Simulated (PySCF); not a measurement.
## MgB: energy against distance

Set-up: Mg def2-SVP, B def2-SVP; no relativity (PySCF 2.14). Energies in eV from Mg + B in their ground configurations at the same level. State: Ms = 0.5 determinant of mixed spin (⟨S²⟩ near 1.1), unpaired electrons π ↑.

All columns are PBE0. A positive dipole means Mg(−)B(+).

| R (Å) | E (eV) | μ (D) | Mulliken charge on Mg (basis-dependent) | HOMO (eV) | LUMO (eV) | Mayer bond order | ⟨S²⟩ |
| --- | --- | --- | --- | --- | --- | --- | --- |
| 2.054 | -0.374 | -1.82 | 0.07 | -5.22 | -2.85 | 1.32 | 1.26 |
| 2.150 | -0.561 | -1.96 | 0.08 | -5.15 | -2.73 | 1.28 | 1.23 |
| 2.246 | -0.660 | -2.10 | 0.09 | -5.05 | -2.63 | 1.23 | 1.19 |
| 2.317 | -0.693 | -2.18 | 0.10 | -4.99 | -2.57 | 1.19 | 1.16 |
| 2.389 | -0.700 | -2.25 | 0.11 | -4.94 | -2.51 | 1.14 | 1.12 |
| 2.461 | -0.690 | -2.30 | 0.12 | -4.90 | -2.46 | 1.10 | 1.08 |
| 2.556 | -0.656 | -2.34 | 0.13 | -4.87 | -2.42 | 1.02 | 1.02 |
| 2.676 | -0.598 | -2.33 | 0.13 | -4.85 | -2.47 | 0.93 | 0.95 |
| 2.819 | -0.518 | -2.25 | 0.12 | -4.85 | -2.51 | 0.80 | 0.87 |
| 3.010 | -0.416 | -2.07 | 0.11 | -4.89 | -2.51 | 0.63 | 0.80 |

A fit through these points gives, at Re = 2.379 Å, μ = -2.24 D and dμ/dR = -0.871 D/Å; the reduced mass is 7.546 u.

How strong is the fundamental in the double-harmonic approximation, I = 42.26·(dμ/dR)²/μred km/mol?

I = 42.26·(-0.871)²/7.546 = 4.25 km/mol at PBE0.

The state was picked by a PBE0 search and need not be the measured ground state.
